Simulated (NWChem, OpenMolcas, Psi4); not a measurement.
**How basis sets differ on SiO2 (silicon dioxide molecule)**

The species is SiO2 (3 atoms), meant as a singlet with charge 0. SMILES: `O=[Si]=O`. Geometry: relaxed at PBE0-D4/def2-TZVP.

```
atom    x (Å)    y (Å)    z (Å)
   O   0.6977   1.2296   0.5188
  Si   0.0000   0.0000   0.0000
   O  -0.6977  -1.2296  -0.5188
```

Each level gives the HOMO–LUMO gap (eV). The values are calculated.

| level | kind | program | value (eV) | CPU time |
| --- | --- | --- | --- | --- |
| HF/ANO-RCC-MB (DKH2) | Hartree–Fock | OpenMolcas | 15.32 | 2 s |
| HF/STO-3G | Hartree–Fock | OpenMolcas | 15.84 | 1.7 s |
| UHF/STO-3G | Hartree–Fock | OpenMolcas | 15.84 | 2 s |
| HF/3-21G | Hartree–Fock | OpenMolcas | 13.25 | 1.9 s |
| HF/ANO-R1 (sfX2C) | Hartree–Fock | OpenMolcas | 13.92 | 3 s |
| HF/def2-SVP | Hartree–Fock | NWChem | 14.00 | 1.6 s |
| HF/cc-pVTZ | Hartree–Fock | Psi4 | 14.00 | 41 s |

The values span 13.25 to 15.84 eV. A Hartree–Fock LUMO above zero doesn't converge with the basis: it sinks as sets grow more diffuse. Orbital gaps aren't excitation energies. Times are those of the runs behind each value, whatever else they computed, on shared processors of several kinds: orders of magnitude only.
